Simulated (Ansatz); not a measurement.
## Ansatz (development build ahead of 0.2.0) run

```yaml
crystal:
  periodic: [false, false, false]
  atoms:
    - { symbol: B, position_ang: [0.0, 0.0, -1.33639] }
    - { symbol: C, position_ang: [0.0, 0.0, 0.18268] }
    - { symbol: O, position_ang: [0.0, 0.0, 1.3146] }
    - { symbol: H, position_ang: [0.0, -1.18109, -1.64365] }
    - { symbol: H, position_ang: [-1.02285, 0.59055, -1.64365] }
    - { symbol: H, position_ang: [1.02285, 0.59055, -1.64365] }
basis:
  gaussian: { orbitals: def2-TZVP }
hamiltonian:
  xc: hf
correlation:
  method: mp2
  frozen_orbitals: { B: 1, C: 1, H: 0, O: 1 }
```

The input is written out in the form of the current development build from the run's settings.

Output:

- Converged: yes
- Reference energy: -139.19590 hartree
- Correlation energy: -0.49118 hartree
- Total energy: -139.68709 hartree
- Spin squared of the determinant: 0.000
